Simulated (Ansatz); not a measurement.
**C₄H₅F: a ladder of functionals and wavefunction methods**

How much do the methods differ for C₄H₅F? The plan is to run it at one geometry with functionals of several rungs and with coupled cluster. The yardstick is the atomisation energy at the CCSD(T) limit.

Method: functionals in def2-TZVPP, the program's frozen cores in correlated methods; program: Ansatz 0.2.0, Gaussian basis.

Plan: LDA (SPW92), PBE-D4, revPBE-D4, BLYP-D4, r2SCAN-D4, B97M-V, PBE0-D4, B3LYP-D4, r2SCANh-D4, r2SCAN0-D4, HSE06-D4, BHLYP-D4, CAM-B3LYP-D4, LC-ωPBE, ωB97X-V, ωB97M-V, B2PLYP, PBE-QIDH; CCSD(T)/def2-SVP; CCSD(T)/def2-TZVPP; MP2/def2-QZVPP; extrapolation to the limit; RPA on PBE.

## Step 1: Structure used throughout

All runs share one geometry, relaxed beforehand with PBE0-D4 in a triple-zeta def2 set.

SMILES `FC1=CCC1`, 10 atoms, charge 0, spin multiplicity 1.

Atoms are counted from 1 here; the program's logs count them from 0.

Bond lengths: F1–C2 1.323 Å, C2–C3 1.328 Å, C2–C5 1.490 Å, C3–C4 1.515 Å, C3–H6 1.080 Å, C4–C5 1.562 Å, C4–H7 1.092 Å, C4–H8 1.092 Å, C5–H9 1.092 Å, C5–H10 1.092 Å. Angles: F1–C2–C3 133.5°, F1–C2–C5 128.7°, C3–C2–C5 97.9°, C2–C3–C4 91.1°, C2–C3–H6 135.3°, C4–C3–H6 133.6°, C3–C4–C5 87.4°, C3–C4–H7 115.5°, C3–C4–H8 115.5°, C5–C4–H7 113.9°, C5–C4–H8 113.9°, H7–C4–H8 109.3°, C2–C5–C4 83.6°, C2–C5–H9 116.0°, C2–C5–H10 115.9°, C4–C5–H9 115.1°, C4–C5–H10 115.0°, H9–C5–H10 109.5°.

## Step 2: LDA

This LDA is Slater exchange with PW92 correlation.

File in.yaml:

```yaml
crystal:
  periodic: [false, false, false]
  atoms:
    - {symbol: F, position_ang: [0.268249, 0.493375, 2.323549]}
    - {symbol: C, position_ang: [0.119096, 0.114552, 1.064314]}
    - {symbol: C, position_ang: [-0.027098, -1.067469, 0.477338]}
    - {symbol: C, position_ang: [-0.107927, -0.413410, -0.886850]}
    - {symbol: C, position_ang: [0.066616, 0.959016, -0.161972]}
    - {symbol: H, position_ang: [-0.072750, -2.092418, 0.816116]}
    - {symbol: H, position_ang: [0.705010, -0.657460, -1.574648]}
    - {symbol: H, position_ang: [-1.063769, -0.522116, -1.404617]}
    - {symbol: H, position_ang: [-0.787416, 1.635566, -0.240642]}
    - {symbol: H, position_ang: [0.983188, 1.499264, -0.409690]}
basis:
  gaussian: {orbitals: def2-TZVPP}
hamiltonian: {xc: lda}
output: {orbitals: {seedname: orbitals}}
```

After this run come: PBE-D4 (GGA); revPBE-D4 (GGA); BLYP-D4 (GGA); r2SCAN-D4 (meta-GGA); B97M-V (meta-GGA); PBE0-D4 (hybrid); B3LYP-D4 (hybrid); r2SCANh-D4 (hybrid); r2SCAN0-D4 (hybrid); HSE06-D4 (hybrid); BHLYP-D4 (hybrid); CAM-B3LYP-D4 (range-separated); LC-ωPBE-D4 (range-separated); ωB97X-V (range-separated); ωB97M-V (range-separated); B2PLYP (double hybrid); PBE-QIDH (double hybrid); CCSD(T) in def2-SVP; CCSD(T) in def2-TZVPP; MP2 in def2-QZVPP; RPA on PBE orbitals.

Q: Predict the results of all the runs planned. Wanted: atomisation energy, CCSD(T)/CBS; farthest beyond LDA; mean size of error, GGA; mean size of error, meta-GGA; mean size of error, hybrid; mean size of error, range-separated; mean size of error, double hybrid; gap, smallest and largest; T1 diagnostic.

As calculated:

| quantity | value |
| --- | --- |
| atomisation energy, CCSD(T)/CBS | 4230.0 kJ/mol |
| functionals within 21.2 kJ/mol (0.5 %) | BLYP-D4, B3LYP-D4, r2SCANh-D4, ωB97X-V, PBE-QIDH |
| farthest beyond LDA | PBE-D4 (+161.1 kJ/mol) |
| mean size of error, GGA | 70.6 kJ/mol |
| mean size of error, meta-GGA | 26.3 kJ/mol |
| mean size of error, hybrid | 54.0 kJ/mol |
| mean size of error, range-separated | 26.1 kJ/mol |
| mean size of error, double hybrid | 24.8 kJ/mol |
| gap, smallest and largest | 5.50 eV (LDA (SPW92)), 12.85 eV (LC-ωPBE) |
| T1 diagnostic | 0.0112 |
| triples share of the correlation energy | 4.0 % |

What this shows: LDA overbinds by 703.2 kJ/mol (17 %). PBE-D4 is off by +161.1 kJ/mol. Double hybrids carry the basis error of their MP2 part in triple zeta, and no dispersion term here, so their miss is partly the set-up's. By mean error the best rung here is double hybrid (24.8 kJ/mol) and the worst beyond LDA is GGA (70.6 kJ/mol). The gap between the best rungs is small, so their order is not settled. The reference freezes the cores and leaves out relativity and excitations past (T), so misses under about 21.2 kJ/mol can't be ranked. Hartree-Fock recovers 73 % of the binding; the rest is correlation. CCSD(T) in def2-SVP is off by -161.1 kJ/mol, more than most functionals: a good method in a small basis is no reference. Orbital gaps span 5.5 to 12.9 eV; exact exchange widens them.
